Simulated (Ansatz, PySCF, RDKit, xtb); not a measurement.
**BSiF: from the formula to a structure**

Task: start from the formula BSiF, draw up candidate structures, narrow them down in stages, and characterise the one that lies lowest at 298.15 K.

The funnel: GFN2-xTB relaxations, single points with a density functional, relaxations at PBE0-D3(BJ)/def2-SVP, harmonic vibrations, and a last energy at a higher level. All values are calculated.

6 further runs of the same task are left out: 6 set aside as unsound or not needed.

## 1. Candidates

All bonding patterns within simple valence rules are listed by program: one Lewis structure each, at most two rings and one unusual centre or charged pair. O–O, O–halogen and N–halogen bonds and N–N–N chains are not drawn. That gives 3 candidates.

| label | SMILES | spin |
| --- | --- | --- |
| c240 | FB=[Si] | triplet |
| c327 | FB=[Si] | singlet |
| c918 | B#[Si]F | singlet |

Candidates are built by distance geometry, with a force field where one applies, in up to four conformers (letters a to d). 2 starts with atoms placed at random are added, to find patterns that the rules miss.

Q: Predict the outcome of this search (final energies at CCSD(T)/def2-TZVPP).

| quantity | value |
| --- | --- |
| lowest structure found | FB=[Si], triplet, C∞v |
| next finalist | FB=[Si], singlet, 16.9 kcal/mol higher in G |
| share at equilibrium, among the finalists | 100.0 % |
| harmonic wavenumbers, lowest and highest (PBE0-D3(BJ)/def2-SVP) | 270 and 1497 cm⁻¹ |
| rotational constants, same geometry | 0.1422 cm⁻¹ |
| dipole moment (PBE0/def2-TZVPD) | 0.77 D |
| HOMO energy (highest over α and β) (PBE0/def2-TZVPD) | -6.37 eV |
| LUMO energy (lowest over α and β) (PBE0/def2-TZVPD) | -2.98 eV |
| lowest excitation (TD-CAM-B3LYP/def2-SVPD) | 2.59 eV (f = 0.003) |
| vertical ionisation energy (to the doublet cation) | 8.67 eV |
| vertical electron affinity | 1.13 eV |
| vertical singlet less triplet | +1.00 eV |

The lowest structure found is `FB=[Si]`. The margin of 16.9 kcal/mol over the next finalist is beyond the usual error of the last level; it says nothing of structures that weren't ranked. r2SCAN-D4/def2-SVP, PBE0-D3(BJ)/def2-SVP, HF/def2-TZVPP and MP2/def2-TZVPP already put its bonding pattern lowest among the structures in one piece. The closed-shell singlet of the same pattern is poorly described by one determinant, so the gap to it is too large. The stability test raises a flag; for an open shell a flag towards a general spinor solution can be the free rotation of the spin. The search is not exhaustive (a finite list of starts, one conformer a finalist), so a lower isomer can't be ruled out.
